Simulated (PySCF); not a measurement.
# Changing the system itself: NaP (triplet)

Aim: change spin, charge, geometry, field or solvent of NaP (triplet), one at a time, and compare with the base run.

Program: PySCF 2.14.0. Level of theory: method and basis as typed in the scripts. These are calculated values, not measurements.

3 further runs of the same task are left out: 3 that didn't finish.

## (1) Where the work starts

NaP (triplet): 2 atoms, charge 0, spin multiplicity 3.

Bond lengths: Na1–P2 2.640 Å.

## (2) Base script

The input, input.py:

```python
from pyscf import gto, scf
from pyscf.hessian import thermo

mol = gto.M(
    atom='Na 0 0 0; P 0 0 2.64',
    basis='crenbl',
    ecp={'Na': 'crenbl', 'P': 'crenbl'},
    charge=0,
    spin=2,
    verbose=4,
)
mf = scf.UHF(mol)
mf.kernel()
hess = mf.Hessian().kernel()
print('wavenumber (cm^-1) =', thermo.harmonic_analysis(mol, hess)['freq_wavenumber'].round(1))
mf.dip_moment()
print('orbital energies (hartree):', [e[max(0, n-3):n+3].round(4) for e, n in zip(mf.mo_energy, mol.nelec)])
```

The run is started by

```sh
$ python input.py
```

Its log is not repeated here.

Base result: E(SCF) = -53.793289 Eh, 14 cycles, ⟨S²⟩ = 2.379, μ = 4.80 D, wavenumbers 276 cm⁻¹.

⟨S²⟩ = 2.38 against 2.00 for a pure state: the determinant is spin-contaminated. The bond length is a typed value, not an optimised one, so the wavenumber is not that of the minimum. The triplet is typed in the script; nothing here shows that it is the ground state.

## (3) Septet

Variant 1 changes spin (2S): 2 → 6.

The input, input.py:

```python
from pyscf import gto, scf
from pyscf.hessian import thermo

mol = gto.M(
    atom='Na 0 0 0; P 0 0 2.64',
    basis='crenbl',
    ecp={'Na': 'crenbl', 'P': 'crenbl'},
    charge=0,
    spin=6,
    verbose=4,
)
mf = scf.UHF(mol)
mf.kernel()
hess = mf.Hessian().kernel()
print('wavenumber (cm^-1) =', thermo.harmonic_analysis(mol, hess)['freq_wavenumber'].round(1))
mf.dip_moment()
print('orbital energies (hartree):', [e[max(0, n-3):n+3].round(4) for e, n in zip(mf.mo_energy, mol.nelec)])
```

The run is started by

```sh
$ python input.py
```

## (4) Bond 2.957 Å

Variant 2 changes bond length: 2.64 Å → 2.957 Å.

Edit input.py of step 2 so:

```diff
@@ -4,3 +4,3 @@
 mol = gto.M(
-    atom='Na 0 0 0; P 0 0 2.64',
+    atom='Na 0 0 0; P 0 0 2.957',
     basis='crenbl',
```

## (5) Lengths in bohr

Variant 3 changes length unit: angstrom → bohr; bond length: 2.64 Å → 2.64 bohr.

Edit input.py of step 2 so:

```diff
@@ -9,2 +9,3 @@
     spin=2,
+    unit='bohr',
     verbose=4,
```

## (6) Bond 2.323 Å

Variant 4 changes bond length: 2.64 Å → 2.323 Å.

Edit input.py of step 2 so:

```diff
@@ -4,3 +4,3 @@
 mol = gto.M(
-    atom='Na 0 0 0; P 0 0 2.64',
+    atom='Na 0 0 0; P 0 0 2.323',
     basis='crenbl',
```

Q: Predict the outcome of this session. Wanted: for each run, E(SCF); from base; gap, α spin; SCF dipole; after the SCF.

**Answer**, as computed:

| run | E(SCF) (hartree) | from base (eV) | cycles | gap, α spin (eV) | SCF dipole (D) | after the SCF |
| --- | --- | --- | --- | --- | --- | --- |
| base | -53.793289 | 0 | 14 | 9.61 | 4.80 | highest mode 276 cm⁻¹ |
| septet | -53.234704 | +15.1999 | 9 | 7.00 | 13.56 | highest mode 281 cm⁻¹ |
| bond 2.957 Å | -53.797871 | -0.1247 | 17 | 10.43 | 2.88 | highest mode 145 cm⁻¹ |
| lengths in bohr (poor choice) | -53.258469 | not comparable | 10 | 7.47 | 4.34 | highest mode 1464 cm⁻¹ |
| bond 2.323 Å | -53.773608 | +0.5356 | 13 | 8.84 | 6.23 | highest mode 478 cm⁻¹ |

In words: The largest comparable shift of the SCF energy, +15.200 eV, comes with the run “septet”. The septet solution found lies 15.20 eV above the base triplet at this geometry and level. Rows marked «poor choice» come from settings spoiled on purpose.
